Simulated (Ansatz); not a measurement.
Geometry optimisation, RKS PBE-D4/def2-SVP in Ansatz 0.2.0.

The input (input.yaml):

```yaml
crystal:
  periodic: [false, false, false]
  atoms:
    - { symbol: O, position_ang: [-0.28346, -0.63913, -0.12463] }
    - { symbol: O, position_ang: [0.28176, 0.64021, 0.12597] }
    - { symbol: H, position_ang: [-0.02092, -1.13435, 0.66204] }
    - { symbol: H, position_ang: [0.02262, 1.13327, -0.66338] }
basis:
  gaussian: { orbitals: def2-SVP }
hamiltonian:
  xc: pbe
  dispersion: d4
relax:
  f_tol: 0.015
  max_steps: 40
```

Command:

```bash
$ ansatz run input.yaml --threads 1 --pin off --max-ram 2048MiB --backend cpu --events-out ev --progress --plain --runs-dir out
```

Q: Where does it end, and by what steps?

A: It converged. The force dipped under the threshold on the way, but the program's further checks kept it going. After 17 steps the energy has fallen by 0.078 eV; H3 moved furthest, 0.26 Å.

```json
{"step": "0", "energy less start (eV)": "0.0000", "largest force component (eV/Å)": "1.162", "accepted": "yes"}
{"step": "1", "energy less start (eV)": "-0.0380", "largest force component (eV/Å)": "0.573", "accepted": "yes"}
{"step": "2", "energy less start (eV)": "-0.0515", "largest force component (eV/Å)": "0.200", "accepted": "yes"}
{"step": "3", "energy less start (eV)": "-0.0523", "largest force component (eV/Å)": "0.052", "accepted": "yes"}
{"step": "4", "energy less start (eV)": "-0.0525", "largest force component (eV/Å)": "0.002", "accepted": "yes"}
{"step": "5", "energy less start (eV)": "-0.0525", "largest force component (eV/Å)": "0.002", "accepted": "yes"}
{"step": "6", "energy less start (eV)": "-0.0525", "largest force component (eV/Å)": "0.002", "accepted": "yes"}
{"step": "7", "energy less start (eV)": "-0.0526", "largest force component (eV/Å)": "0.004", "accepted": "yes"}
{"step": "8", "energy less start (eV)": "-0.0526", "largest force component (eV/Å)": "0.004", "accepted": "yes"}
{"step": "9", "energy less start (eV)": "-0.0526", "largest force component (eV/Å)": "0.005", "accepted": "yes"}
{"step": "10", "energy less start (eV)": "-0.0531", "largest force component (eV/Å)": "0.023", "accepted": "yes"}
{"step": "11", "energy less start (eV)": "-0.0640", "largest force component (eV/Å)": "0.038", "accepted": "yes"}
{"step": "12", "energy less start (eV)": "0.1373", "largest force component (eV/Å)": "2.714", "accepted": "no"}
{"step": "13", "energy less start (eV)": "-0.0744", "largest force component (eV/Å)": "0.102", "accepted": "yes"}
{"step": "14", "energy less start (eV)": "-0.0487", "largest force component (eV/Å)": "1.071", "accepted": "no"}
{"step": "15", "energy less start (eV)": "-0.0774", "largest force component (eV/Å)": "0.059", "accepted": "yes"}
{"step": "16", "energy less start (eV)": "-0.0782", "largest force component (eV/Å)": "0.027", "accepted": "yes"}
{"step": "17", "energy less start (eV)": "-0.0784", "largest force component (eV/Å)": "0.003", "accepted": "yes"}
```

```xyz
4
Properties=species:S:1:pos:R:3
O -0.485 -0.595 0.007
O 0.074 0.733 0.216
H 0.176 -1.130 0.493
H 0.234 0.992 -0.716
```

Time of the run: 13 s on 1 thread of Arm Neoverse N1, with other jobs on the host, peak memory 0.084 GiB.
